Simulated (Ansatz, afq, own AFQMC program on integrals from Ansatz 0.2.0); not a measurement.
Two steps: Ansatz 0.2.0 writes the Fock matrix and Cholesky factors of the valence space, and afq projects on them the lowest state that overlaps trial and start.

```yaml
crystal:
  periodic: [false, false, false]
  atoms:
    - {symbol: B, position_ang: [0.000000, -0.236580, 1.427367]}
    - {symbol: Al, position_ang: [0.000000, 0.116336, -0.597031]}
    - {symbol: H, position_ang: [0.000000, 0.366780, 2.461377]}
    - {symbol: H, position_ang: [0.000000, -0.943450, -1.789164]}
basis:
  gaussian: {orbitals: cc-pVDZ}
magnetization: {spin_polarized: false}
correlation: {method: ccsd_t, electrons: outside_noble_gas, hamiltonian_folder: ham}
```

```sh
$ ansatz run in.yaml --threads 1 --pin off --events-out ev --progress --plain --max-ram 1382MiB
```

afq runs on the folder ham with

```
--method phaseless --trial cisd --walkers 70 --populations 1 --least-time 40 --time-step 0.005 --steps-per-block 50 --equilibration-blocks 28 --max-blocks 300 --target-error 0.00034 --factor-cut 1e-05 --seed 4363 --release-times 0.24,0.51,0.99,1.62,2.4 --release-step 0.03 --release-every 4 --taylor-order 6
```

Times are imaginary, in 1/Eh. The walk had a cap of 482 s.

Output of the walk:

```
orbitals 36  electrons 4 4  factors 270 of 401
reference energy -267.61449648 Eh
CCSD correlation -0.17463571 Eh in 13 cycles, weight of the determinant in the CISD state 0.8324
energy of the start -267.789132 Eh
 block  time / (1/Eh)  mean weight  energy / Eh
     1     0.250  0.9986  -267.786883
     2     0.500  1.0001  -267.787194
     3     0.750  0.9988  -267.788091
     4     1.000  0.9995  -267.789935
     5     1.250  1.0013  -267.793252
     9     2.250  1.0002  -267.790746
    33     8.250  1.0008  -267.790486
    65    16.250  0.9987  -267.798728
    97    24.250  1.0025  -267.809023
   129    32.250  1.0004  -267.799625
   161    40.250  0.9981  -267.796378
   193    48.250  1.0001  -267.800822
   225    56.250  1.0003  -267.795028
   257    64.250  1.0009  -267.793849
   289    72.250  1.0005  -267.795252
   321    80.250  0.9999  -267.790945
blocks merged  error / Eh  count
     1  0.000207  300
     2  0.000263  150
     4  0.000328  75
     8  0.000383  37
    16  0.000458  18
    32  0.000502  9
released: time / (1/Eh)  energy / Eh  error  mean overlap
  0.24  -267.797301  0.000558  1.0053
  0.51  -267.797525  0.000439  0.9987
  0.99  -267.797755  0.000508  0.9968
  1.62  -267.797884  0.000376  0.9991
  2.40  -267.799015  0.000558  0.9646
energy -267.797065 +/- 0.000458 Eh
(rows thinned)
```

The run passed its tests (sampling time, drift between the halves within three errors, error under three times the target), which doesn't prove that it has relaxed.

Against this walk (error 12.5 meV) on the same determinant: CCSD(T) 13.1 meV higher (within the noise), CCSDT(Q) 44.8 meV lower. The error is statistical and leaves out the bias of the constraint. The released energies are still falling (meV from the phaseless value at times in 1/Eh: -6 ± 15 at 0.24, -13 ± 12 at 0.51, -19 ± 14 at 0.99, -22 ± 10 at 1.62, -53 ± 15 at 2.40), so they give no level. CCSDT(Q) is the surest value here, so the walk's 45 meV above it is most likely the bias of the constraint with this trial, which can have either sign.

Cautions: constraint bias not in the error; error above the target (12.5 against 9.3 meV); higher spins were not checked; restricted determinant unstable towards unrestricted (UHF 637 meV lower, ⟨S²⟩ 0.86); strong correlation (T1 0.026, weight of the determinant 0.83, largest double 0.24); the bias of populations of 70 walkers isn't removed.

The walk took 2.6 min on 1 thread of Intel(R) Xeon(R) Platinum 8488C (Sapphire Rapids), with other jobs on the host. The log's last line is the phaseless energy.

CCSDT and higher add their correlation energy to the determinant of the CCSD(T) run, since their own runs factorise the integrals more tightly (a shift of under 2 meV). A walk keeps the symmetry of its determinant, which the program's search chose and which needn't be the lowest solution, so a lower state of the same spin and another symmetry isn't excluded.
